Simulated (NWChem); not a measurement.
System: ethane (C$_{2}$H$_{6}$); SMILES CC

```xyz
8

C      0.0000     0.0000     0.7596
C      0.0000     0.0000    -0.7596
H     -0.7240     0.7240     1.1652
H      0.9890     0.2650     1.1652
H     -0.2650    -0.9890     1.1652
H     -0.9890    -0.2650    -1.1652
H      0.7240    -0.7240    -1.1652
H      0.2650     0.9890    -1.1652
```
Atoms are numbered in this order, from 1.

All runs: NWChem. All runs use the structure optimised with PBE0/def2-SVP. Solvent water, SMD (1 M gas to 1 M solution), gas-phase geometry.

| level | basis functions | solvation free energy (kcal/mol) | cavity-dispersion-structure term (kcal/mol) |
|---|---|---|---|
| PBE0/3-21G | 30 | 1.6 | 2.3 |
| PBE0/pcseg-1 | 58 | 1.8 | 2.3 |
| PBE0/aug-pcseg-1 | 100 | 1.8 | 2.3 |
| PBE0/pcseg-2 | 144 | 1.6 | 2.3 |
| PBE0/def2-TZVPP | 146 | 1.6 | 2.3 |
